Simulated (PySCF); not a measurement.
Bonding in `CC#[N+]C`

C₃H₆N (charge +1).
Atom-mapped SMILES: `[CH3:1][C:2]#[N+:3][CH3:4]` (hydrogens: H5, H6, H7 on C1; H8, H9, H10 on C4)

Structure used (PBE0-D3(BJ)/def2-SVP), in Å, numbered top down from 1:
```xyz
10
C3H6N angstrom
C      1.9985   -0.0893    0.0340
C      0.5725   -0.0297    0.1965
N     -0.5669    0.0172    0.3240
C     -1.9726    0.0765    0.4839
H      2.4135    0.9307    0.0672
H      2.2358   -0.5549   -0.9359
H      2.4339   -0.6919    0.8470
H     -2.4490   -0.3502   -0.4101
H     -2.2708    1.1274    0.6064
H     -2.2524   -0.5033    1.3751
```

Bond orders from the PBE0/pcSseg-1 density (PySCF). Isolated species at its PBE0-D3(BJ)/def2-SVP geometry, gas phase.

Q: Where do the orders between heavy atoms depart from those drawn in the SMILES?

A: The largest departure is 0.489, at C2–N3 (drawn triple, 2.511). Drawn double or triple, more than 0.30 short of the drawn order: C2–N3 (2.511). The SMILES, with its formal charges, is one Lewis structure only.

Q: Set the Mayer orders of the bonds beside their lengths.

A: 
```
  bond  drawn as  length (Å)  Mayer order
 C1–C2    single       1.437        1.085
 C2–N3    triple       1.147        2.511
 N3–C4    single       1.416        0.887
 C1–H5    single       1.102        0.899
 C1–H6    single       1.102        0.899
 C1–H7    single       1.102        0.899
 C4–H8    single       1.099        0.925
 C4–H9    single       1.099        0.925
C4–H10    single       1.099        0.925
```

Bonds between the same two heavy elements. C–N: lowest N3–C4 (0.887, 1.416 Å), highest C2–N3 (2.511, 1.147 Å).

Q: Sum the orders of all bonds at each heavy atom with more than one neighbour and set the sums beside the valence in the SMILES.

A: C1 3.782 (drawn 4), C2 3.596 (drawn 4), N3 3.398 (drawn 4), C4 3.662 (drawn 4). Orders between atoms that aren't bonded are not in these sums.

For a closed shell the Mayer order of atoms A and B is Σ (PS)μν (PS)νμ over the basis functions μ on A and ν on B, with P the density and S the overlap matrix.
